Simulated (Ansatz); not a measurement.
Two isomers of C3H7NO: A = `C1COCN1`, B = `C/N=C/OC`.

Computed with Ansatz on PBE0-D4/def2-TZVP structures; ΔE is electronic, products minus reactants. CCSD(T)/CBS is the MP2 limit (def2-TZVPP, def2-QZVPP) plus CCSD(T) − MP2 in def2-TZVPP, frozen cores. DFT in def2-TZVPP. B3LYP here is the variant with VWN-RPA as its local correlation; programs differ in this. Each species was taken in one conformer, which may not be the lowest.

Problem. Which isomer does CCSD(T)/CBS put lower? Give the gap. (Best estimate.)

Solution. Computed: B, by 0.6 kcal/mol.

Problem. Give E(B) − E(A) in kcal/mol with B3LYP-D4, r2SCAN-D4, BLYP-D4, PBE0-D4, MP2/def2-TZVPP, CCSD(T)/def2-SVP, ωB97M-V. (Best estimate.)

Solution. The calculation gave: B3LYP-D4 -5.0, r2SCAN-D4 -3.0, BLYP-D4 -8.5, PBE0-D4 0.6, MP2/def2-TZVPP -0.6, CCSD(T)/def2-SVP -3.6, ωB97M-V -0.8. The order is the other way round with PBE0-D4.

Problem. Does the order hold for the free energy at 298.15 K (harmonic terms from PBE0-D4)? (Estimate.)

Solution. Ansatz gave: Yes: G(B) − G(A) = -3.5 kcal/mol, for one conformer each.

Largest T1 diagnostic: 0.013.

From PBE to PBE0 (25 % exact exchange), in def2-TZVPP and without D4, E(B) − E(A) moves by +4.0 kcal/mol. Leaving LDA and LC-ωPBE aside and taking each functional with its dispersion term where it has one, the values, not all of them listed here, spread over 10.6 kcal/mol, from BLYP-D4 to PBE-QIDH. LDA lies +5.7 kcal/mol from PBE without D4.
